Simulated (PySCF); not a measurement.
```xyz
3
charge 0 multiplicity 4, angstrom
P     0.3362   -0.3189    0.0000
N    -0.3721    0.3530    1.2971
N    -0.3721    0.3530   -1.2971
```

Method: UPBE0 in PySCF with P def2-TZVP, N def2-TZVP; no relativity; density-fitted integrals.

This geometry of PN2 is a stationary point at this level.

**Question.** What is the point group?

**Answer.** C2v.

**Question.** Is it a minimum?

**Answer.** Yes: all harmonic wavenumbers are real.

**Question.** Which band is strongest in the infrared?

**Answer.** 665 cm⁻¹ (b2), 117 km/mol.

**Question.** What are the dipole moment and the gap between the highest occupied and lowest empty levels of either spin?

**Answer.** 1.60 D and 4.04 eV.

This need not be the most stable arrangement of these atoms. At this level a doublet minimum of D∞h symmetry lies 18 kJ/mol below this structure.
